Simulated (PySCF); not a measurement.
Level of theory: PBE-D3(BJ)/def2-TZVP // B3LYP-D3(BJ)/def2-TZVP (PySCF). Isolated molecules, 0 K electronic values unless said otherwise. 

Reference species (SMILES): `[SH]` (neutral, multiplicity 2).

```
Property        Value
-------------  ------
dipole moment  0.87 D
```

Changed species: `F[SiH2]` (radical fragment; the reference has radical fragment).

What does the change do to the dipole moment?

the dipole moment rises by 0.26 D, to 1.13 D.
